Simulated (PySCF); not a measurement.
Compound: C3H9NP (charge -1).
Atom-mapped SMILES: `[CH3:1][CH2:2][N:3]([CH3:4])[PH-:5]`

Theory: PySCF, delta-SCF UKS SCAN, pcX-2 on the ionised atom, pcseg-1 elsewhere, spin-free X2C. Each binding energy is the total energy of the core-ionised species, with the hole localised on one atom, minus that of the ground state; both are solved self-consistently, so orbital relaxation is included.

Some binding energies are withheld.

```tsv
atom(s)	bonded to	level	binding energy (eV)
C1	C and 3 H	C 1s	286.41
C2	N, C and 2 H	C 1s	?
C4	N and 3 H	C 1s	286.40
N3	2 C and P	N 1s	?
P5	N and H	P 1s	2142.23
```

Problem. Fill in N 1s for N3.

Solution. 398.86 eV (nitrogen bonded to 2 C and P).

Problem. Fill in C 1s for C2.

Solution. 286.43 eV (sp3 carbon bound to nitrogen). The nearest listed C 1s value is that of C1; the shift against it is +0.02 eV.

The 3 C 1s values lie within 0.03 eV of each other; Gaussian lines of 0.5 eV full width would blend them into one maximum.

Problem. Express the binding energy of C 1s of C1 in atomic units and per mole.

Solution. 286.41 eV = 10.5254 Eh = 27634 kJ/mol.

Not every level is listed. The species carries charge -1, so core ionisation leaves a neutral species. The basis sets have no added diffuse functions. Isolated species at its GFN2-xTB geometry (one conformer only).

Time: 49 s; peak memory 0.53 GiB. Hardware: an Arm Neoverse V1 with one thread, on a shared host.

The values belong to the conformer `[CH3:1][CH2:2][N:3]([CH3:4])[PH-:5]`: C1–C2–N3–C4 77°, H–P5–N3–C2 115°.
